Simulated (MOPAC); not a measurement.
MOPAC input (PM6):

```
PM6 PRECISE GNORM=0.05 LET XYZ GEO-OK AUX(PRECISION=9) THREADS=1
H2S

S     0.00184013 1    0.00030176 1    0.10309296 1
H    -0.00752722 1    0.96781232 1   -0.82771199 1
H    -0.02191490 1   -0.97264043 1   -0.82177540 1
```

From the last part of the output:

```
                                                       MOPAC v23.2.5 Linux

          FINAL HEAT OF FORMATION =         -1.68959 KCAL/MOL =      -7.06923 KJ/MOL

          COSMO AREA              =         61.28 SQUARE ANGSTROMS
          COSMO VOLUME            =         44.42 CUBIC ANGSTROMS

          GRADIENT NORM           =          0.00224          =       0.00129 PER ATOM
          IONIZATION POTENTIAL    =          9.441535 EV
          HOMO LUMO ENERGIES (EV) =         -9.442  0.456
          NO. OF FILLED LEVELS    =          4
          MOLECULAR WEIGHT        =         34.0758         POINT GROUP:  C2v

          MOLECULAR DIMENSIONS (Angstroms)

            Atom       Atom       Distance
            H     3    H     2     1.99251
            H     2    S     1     0.91067
            H     2    S     1     0.00000

          SCF CALCULATIONS        =          6

   ATOM   CHEMICAL          X               Y               Z
  NUMBER   SYMBOL      (ANGSTROMS)     (ANGSTROMS)     (ANGSTROMS)

     1       S          0.00175924  *   0.00028850  *   0.09856127  *
     2       H         -0.00710636  *   0.99384721  *  -0.81501235  *
     3       H         -0.02187956  *  -0.99860051  *  -0.80891668  *

                             CARTESIAN COORDINATES

   1    S        0.001759243     0.000288495     0.098561273
   2    H       -0.007106360     0.993847211    -0.815012348
   3    H       -0.021879562    -0.998600508    -0.808916683

           Empirical Formula: H2 S  =     3 atoms

      MOLECULAR POINT GROUP   :   C2v

                  EIGENVALUES
 -30.19478 -14.61830 -11.70515  -9.44154   0.45582   1.15590   2.02017   2.12970
   2.14987   2.98704   3.79890

              NET ATOMIC CHARGES AND DIPOLE CONTRIBUTIONS

  ATOM NO.   TYPE          CHARGE      No. of ELECS.   s-Pop       p-Pop       d-Pop
    1          S          -0.370182        6.3702     1.91844     4.31166     0.14008
    2          H           0.185091        0.8149     0.81491
    3          H           0.185091        0.8149     0.81491
 DIPOLE           X         Y         Z       TOTAL
 POINT-CHG.    -0.029    -0.005    -1.619     1.619
 HYBRID         0.003     0.001     0.194     0.195
 SUM           -0.025    -0.004    -1.424     1.425

          ATOMIC ORBITAL ELECTRON POPULATIONS

     Atom    s        px        py        pz      x^2-y^2     xz        z^2       yz        xy
    1  S   1.91844   1.99586   1.06231   1.25350   0.02957   0.00389   0.00928   0.09730   0.00004
    2  H   0.81491
    3  H   0.81491

 **********************
 *                    *
 * JOB ENDED NORMALLY *
 *                    *
 **********************

 == MOPAC DONE ==
```

The geometry given is a B3LYP-D3(BJ)/def2-TZVP minimum.
